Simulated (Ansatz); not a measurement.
Cost and result for the atomization energy of CH3OS, SMILES `C[S]=O` radical (6 atoms, 5 bonds).

Z-matrix (Å, degrees):
```
C
S 1 1.794
H 1 1.091 2 109.4
H 1 1.092 2 107.9 3 -119.8
H 1 1.091 2 109.4 3 120.5
O 2 1.492 1 106.5 3 -60.2
```

Total charge 0; spin multiplicity 2. The structure was optimised at the PBE0-D4/def2-TZVP level. Program: Ansatz. Hardware: A = 2 threads of a server CPU on a shared host; B = 2 threads of an AMD EPYC 7R13 on a shared host and a share of an NVIDIA H100 80 GB. Times are those of one run each, without the atoms' runs, and a repeat can differ threefold. Electronic energies, without spin–orbit coupling; frozen cores. CCSD(T)/CBS extrapolates def2-TZVPP and def2-QZVPP, and its time is that of the two runs behind it. T1 = 0.021; ⟨S²⟩ of the reference is 0.78. HSE06 is the plane-wave form, built on full-range PBE exchange.

CCSD(T)/CBS is a level of theory with its own doubt, some kJ/mol a heavy atom from the limit and from the frozen cores, so smaller differences don't rank the functionals.

```csv
level,functions,wall time
LDA (SPW92)/def2-TZVPP [A],146,1.5 s
BLYP-D4/def2-TZVPP [A],146,2.2 s
PBE-D4/def2-TZVPP (with forces) [A],146,3.1 s
BHLYP-D4/def2-TZVPP [A],146,3.5 s
CCSD(T)/def2-SVP [A],61,3.7 s
HSE06-D4/def2-TZVPP [A],146,3.7 s
r2SCANh-D4/def2-TZVPP [A],146,4.8 s
CCSD(T)/def2-TZVPP [B],146,4.9 s
r2SCAN-D4/def2-TZVPP (with forces) [A],146,5 s
B97M-V/def2-TZVPP [A],146,8 s
ωB97M-V/def2-TZVPP (with forces) [A],146,9.5 s
CCSD(T)/def2-QZVPP [B],274,15 s
CCSD(T)/CBS(def2),–,19 s
```

Task: What atomization energy does each give, and how far from CCSD(T)/CBS? (Estimate.)

Result: The calculation gave: 
```
                                 level  atomization (kcal/mol)  difference from CCSD(T)/CBS  per bond
            LDA (SPW92)/def2-TZVPP [A]                   579.9                         91.2      18.2
                BLYP-D4/def2-TZVPP [A]                   496.4                          7.7       1.5
   PBE-D4/def2-TZVPP (with forces) [A]                   510.5                         21.8       4.3
               BHLYP-D4/def2-TZVPP [A]                   467.2                        -21.5      -4.3
                  CCSD(T)/def2-SVP [A]                   442.5                        -46.2      -9.2
               HSE06-D4/def2-TZVPP [A]                   493.7                          5.0       1.0
             r2SCANh-D4/def2-TZVPP [A]                   491.0                          2.3       0.4
                CCSD(T)/def2-TZVPP [B]                   472.4                        -16.3      -3.3
r2SCAN-D4/def2-TZVPP (with forces) [A]                   496.8                          8.1       1.6
                 B97M-V/def2-TZVPP [A]                   493.4                          4.7       0.9
  ωB97M-V/def2-TZVPP (with forces) [A]                   492.5                          3.8       0.8
                CCSD(T)/def2-QZVPP [B]                   482.3                         -6.4      -1.3
                     CCSD(T)/CBS(def2)                   488.7                          0.0       0.0
```

At CCSD(T), def2-SVP lies −46.2 kcal/mol from the extrapolated value and def2-TZVPP −16.3 kcal/mol: correlation converges slowly with the basis, and small sets miss more of it in the bonded molecule than in its fragments. From r2SCAN to r2SCAN0 (25 % exact exchange), in def2-TZVPP and without D4, the atomization energy moves by −14.1 kcal/mol: exact exchange takes away binding that semilocal exchange gives to molecules. In def2-TZVPP, CCSD(T) changes the Hartree–Fock value by +144.3 kcal/mol (the triples alone add +10.2 kcal/mol) and MP2 by +153.0 kcal/mol; breaking electron pairs costs correlation energy, which Hartree–Fock lacks.
